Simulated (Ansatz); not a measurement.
# Be₂H+ (triplet): wave-function methods side by side, aug-cc-pVDZ

The task here is to estimate one member of a computed series from the others.

The runs use Ansatz 0.2.0, Gaussian basis; aug-cc-pVDZ, core rule «outside noble gas», up to 2 orbitals frozen.

Plan: UHF; CCSD(T) on ROHF; CCSD(T) on UHF; BCCD(T) on ROHF; CISD; CCSDT(Q) on ROHF; CCSDT(Q) on UHF; Full CI.

28 further runs of the same task are left out: 7 for a known fault of the program, 9 that didn't finish, 12 set aside as unsound or not needed.

## The geometry

The geometry is a PBE0/def2-TZVP stationary point (not a proven minimum) of the parent state, kept for this charge and spin.

3 atoms, charge 1, spin multiplicity 3.

Atoms are counted from 1 here; the program's logs count them from 0.

Bond lengths: Be1–H3 1.348 Å.

The first run:

in.yaml reads:

```yaml
crystal:
  periodic: [false, false, false]
  atoms:
    - {symbol: Be, position_ang: [0.000000, 0.000000, 0.266601]}
    - {symbol: Be, position_ang: [0.000000, 0.000000, -1.881688]}
    - {symbol: H, position_ang: [0.000000, 0.000000, 1.615087]}
basis:
  gaussian: {orbitals: aug-cc-pVDZ}
total_charge: 1
magnetization: {spin_polarized: true, initial_magnetization: 2}
hamiltonian: {xc: hf}
output: {orbitals: {seedname: orbitals}}
```

Launch:

```bash
$ ansatz run in.yaml --threads 1 --pin off --events-out ev --progress --plain --max-ram 2393MiB
```

Among the steps run: UHF; CCSD(T) on ROHF; CCSD(T) on UHF; BCCD(T) on ROHF; CISD; CCSDT(Q) on ROHF; CCSDT(Q) on UHF; Full CI.

One of the session's tables, all rows but one given; the rest of the session is left out.

```
   method  from FCI (kcal/mol)
     ROHF               +28.06
      UHF               +27.56
     RMP2                +9.04
     UMP2                +8.70
     CISD                +0.70
    RCCSD                +0.58
    UCCSD                    ?
 RCCSD(T)                +0.21
 UCCSD(T)                +0.19
  BCCD(T)                +0.19
   RCCSDT                +0.01
   UCCSDT                 0.00
RCCSDT(Q)                 0.00
UCCSDT(Q)                -0.01
      FCI                    0
```

Q: Estimate the row for UCCSD from the others.

**Answer.** from FCI (kcal/mol): +0.53. In the column «from FCI (kcal/mol)» it lies between RCCSD(T) (+0.21) and RCCSD (+0.58).

Caveats from the session: Levels on UHF freeze UHF's core orbitals, full CI those of ROHF, so the U rows can settle a little off it for that reason alone. Restricted and unrestricted rows rest on different reference determinants; where their highest levels disagree by more than a few hundredths of an eV, they describe different states and don't form one ladder.
